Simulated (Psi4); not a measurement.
**UB3LYP/6-31G(d) (spherical functions) run of PH (SMILES [PH])**

Aim: the vertical ionisation energy of PH at UB3LYP/6-31G* (spherical functions), from 2 runs. 

The results are computed with Psi4 1.11.

1 further run of the same task is left out (set aside as unsound or not needed).

## (1) The structure to begin with

The species is PH (2 atoms), meant as a triplet with charge 0. As SMILES, `[PH]`. The shape is that of a PBE0-D4/def2-TZVP optimisation.

Bond lengths: P1–H2 1.428 Å.

## (2) A single-point energy at UB3LYP/6-31G(d) (spherical functions)

job.in

```
memory 2200 mb

molecule system {
  0 3
  P
  H 1 1.42829
  symmetry c1
}

set {
  basis                6-31G*
  reference            uks
  puream               true
  e_convergence        1e-09
  d_convergence        1e-08
  scf_type             pk
  dft_radial_points    99
  dft_spherical_points 590
  maxiter              100
}

energy_value, wavefunction = energy("b3lyp", return_wfn=True)
```

Command:

```sh
$ psi4 -i job.in -o job.out -n 1
```

job.out:

```text
[...]
  Running in c1 symmetry.
[...]
  Nuclear repulsion =    5.557455530774563
[...]
  Multiplicity = 3
[...]
  Nalpha       = 9
  Nbeta        = 7
[...]
    Number of basis functions: 20
[...]
   @UKS iter   1:  -341.86131839406391   -3.36245e-01   6.15896e-03 DIIS/ADIIS
[...]
   @UKS iter   9:  -341.87453875934807   -2.02931e-11   7.26197e-09 DIIS
[...]
   @S^2 Observed:                2.004825884E+00
[...]
    Orbital Energies [Eh]
    ---------------------
    Alpha Occupied:
       1A    -77.089847     2A     -6.575296     3A     -4.739384
       4A     -4.739384     5A     -4.731989     6A     -0.624801
       7A     -0.349504     8A     -0.254581     9A     -0.254581
    Alpha Virtual:
      10A      0.047521    11A      0.217587    12A      0.288446
      13A      0.293819    14A      0.293819    15A      0.628384
      16A      0.628384    17A      0.640027    18A      0.640027
      19A      0.697656    20A      1.044516
    Beta Occupied:
[...]
  @UKS Final Energy:  -341.87453875934807
   => Energetics <=
    Nuclear Repulsion Energy =              5.5574555307745630
    One-Electron Energy =                -483.2773416780287334
    Two-Electron Energy =                 154.8347951372923035
    DFT Exchange-Correlation Energy =     -18.9894477493862333
    Empirical Dispersion Energy =           0.0000000000000000
    VV10 Nonlocal Energy =                  0.0000000000000000
    Total Energy =                       -341.8745387593480700
[...]
 Multipole Moments:
 ------------------------------------------------------------------------------------
     Multipole            Electronic (a.u.)      Nuclear  (a.u.)        Total (a.u.)
 ------------------------------------------------------------------------------------
 L = 1.  Multiply by 2.5417464519 to convert [e a0] to [Debye]
 Dipole X            :         -0.0000000            0.0000000           -0.0000000
 Dipole Y            :         -0.0000000            0.0000000           -0.0000000
 Dipole Z            :         -1.0758735            1.3381952            0.2623217
 Magnitude           :                                                    0.2623217
[...]
```

It took 11 s on 1 thread of Intel Xeon at 2.50GHz (Skylake/Cascade Lake), shared host; peak memory 0.26 GiB.

## (3) The doublet cation: energy and gradient at UB3LYP/6-31G(d) (spherical functions)

job.in

```
memory 2.2 GB

molecule {
  1 2
  P
  H 1 R2

  R2 = 1.42829
  symmetry c1
  no_reorient
  no_com
}

set globals {
  basis                6-31G*
  reference            uks
  puream               true
  e_convergence        1e-09
  d_convergence        1e-08
  scf_type             pk
  dft_radial_points    99
  dft_spherical_points 590
  maxiter              100
}

e_tot, wfn = gradient("b3lyp", return_wfn=True)
print_variables()
```

Command:

```sh
$ psi4 -n 1 job.in job.out
```

job.out:

```text
[...]
  Running in c1 symmetry.
[...]
  Nuclear repulsion =    5.557455530774563
[...]
  Multiplicity = 2
[...]
  Nalpha       = 8
  Nbeta        = 7
[...]
    Number of basis functions: 20
[...]
   @UKS iter   1:  -341.49476590312838    3.03073e-02   4.03254e-03 DIIS/ADIIS
[...]
   @UKS iter   9:  -341.50103529498313   -8.86757e-12   4.84434e-09 DIIS
[...]
   @S^2 Observed:                7.530803044E-01
[...]
    Orbital Energies [Eh]
    ---------------------
    Alpha Occupied:
       1A    -77.492524     2A     -6.967643     3A     -5.135457
       4A     -5.130141     5A     -5.120917     6A     -0.948180
       7A     -0.661887     8A     -0.572840
    Alpha Virtual:
       9A     -0.490816    10A     -0.231792    11A     -0.046273
      12A      0.026367    13A      0.033209    14A      0.038024
      15A      0.287561    16A      0.294139    17A      0.294267
      18A      0.303574    19A      0.406951    20A      0.737806
    Beta Occupied:
[...]
  @UKS Final Energy:  -341.50103529498313
   => Energetics <=
    Nuclear Repulsion Energy =              5.5574555307745630
    One-Electron Energy =                -477.3656898595720577
    Two-Electron Energy =                 149.0498651512158972
    DFT Exchange-Correlation Energy =     -18.7426661174015230
    Empirical Dispersion Energy =           0.0000000000000000
    VV10 Nonlocal Energy =                  0.0000000000000000
    Total Energy =                       -341.5010352949831258
[...]
 Multipole Moments:
 ------------------------------------------------------------------------------------
     Multipole            Electronic (a.u.)      Nuclear  (a.u.)        Total (a.u.)
 ------------------------------------------------------------------------------------
 L = 1.  Multiply by 2.5417464519 to convert [e a0] to [Debye]
 Dipole X            :          0.0000000            0.0000000            0.0000000
 Dipole Y            :          0.0000000            0.0000000            0.0000000
 Dipole Z            :         -0.9535453            1.3381952            0.3846500
 Magnitude           :                                                    0.3846500
[...]
  -Total Gradient:
     Atom            X                  Y                   Z
    ------   -----------------  -----------------  -----------------
       1        0.000000000000     0.000000000000     0.002893140669
       2       -0.000000000000    -0.000000000000    -0.002893166055
[...]
```

It took 11 s on 1 thread of Intel Xeon at 2.50GHz (Skylake/Cascade Lake), shared host; peak memory 0.27 GiB.

## (4) Summary of results

At UB3LYP/6-31G* (spherical functions):

| quantity | value |
| --- | --- |
| triplet PH: total energy | -341.87454 Eh |
| triplet PH: dipole moment | 0.67 D |
| triplet PH: HOMO energy (highest over α and β) | -6.93 eV |
| triplet PH: LUMO energy (lowest over α and β) | -3.21 eV |
| triplet PH: ⟨S²⟩ | 2.005 |
| doublet cation: total energy | -341.50104 Eh |
| doublet cation: HOMO energy (highest over α and β) | -15.59 eV |
| doublet cation: LUMO energy (lowest over α and β) | -13.36 eV |
| doublet cation: ⟨S²⟩ | 0.753 |
| doublet cation: largest force on an atom | 0.149 eV/Å |
| vertical ionisation energy (to the doublet cation) | 10.164 eV |

Removing an electron at fixed nuclei costs 10.16 eV (234 kcal/mol).
